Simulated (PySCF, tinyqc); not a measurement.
Ways to converge the cycle: SCF convergence aids in the sto-6g basis, for CH2, spin multiplicity 1. Computed by the program tinyqc with PySCF. 

Geometry (angstrom):
```
atom       x        y       z
C     0.0000   0.0000  0.0000
H     0.0000   1.3900  0.6660
H     0.0000  -1.3900  0.6660
```

lowest restricted solution found by these runs and by PySCF = -38.570874 hartree

RHF with one setting changed at a time; a run stops when the energy changes by less than 1e-09 hartree and the error matrix is below 1e-5. The start is the Wolfsberg-Helmholz matrix. Damping d keeps d of the old density; a shift (hartree) raises the virtual levels; DIIS n extrapolates F over n matrices.

Largest element of the error matrix X^T (FDS - SDF) X:
```
iteration    plain  damping 0.3  damping 0.6  shift 0.4   DIIS 3   DIIS 8
1          4.3e-01      4.3e-01      4.3e-01    4.3e-01  4.3e-01  4.3e-01
2          1.4e-01      1.5e-01      2.6e-01    1.5e-01  1.4e-01  1.4e-01
3          4.5e-02      8.7e-02      1.6e-01    9.1e-02  4.1e-02  4.1e-02
4          1.5e-02      4.8e-02      1.2e-01    5.2e-02  1.1e-02  1.1e-02
5          6.3e-03      2.6e-02      8.8e-02    2.9e-02  1.2e-03  1.3e-03
6          2.5e-03      1.4e-02      6.6e-02    1.7e-02  1.7e-04  5.3e-05
8          4.6e-04      4.7e-03      3.6e-02    6.4e-03  5.6e-07  3.6e-08
10         8.2e-05      1.7e-03      2.0e-02    2.5e-03        -        -
14               -      2.2e-04      5.8e-03    3.6e-04        -        -
20               -      9.9e-06      1.2e-03    2.0e-05        -        -
30               -            -      9.0e-05          -        -        -
```

How each run ends:
```
run          iterations  E (hartree)   state
plain                13   -38.428981  higher
damping 0.3          21   -38.428981  higher
damping 0.6          42   -38.428981  higher
shift 0.4            22   -38.428981  higher
DIIS 3                8   -38.428981  higher
DIIS 8                8   -38.428981  higher
```

No run reaches the lowest restricted solution found. Ending on a higher stationary point: plain, damping 0.3, damping 0.6, shift 0.4, DIIS 3, DIIS 8; a small error matrix cannot reveal that, and an occupation fixed by the start is kept by symmetry or by the shape of the basin. Plain steps already contract here, so damping only slows them. DIIS 3 and DIIS 8 gain by cancelling the error over several earlier matrices, much as a quasi-Newton step does. The restricted reference is unstable here: a spin-polarised solution lies 0.0339 hartree lower (PySCF), so results built on it describe a poor reference.
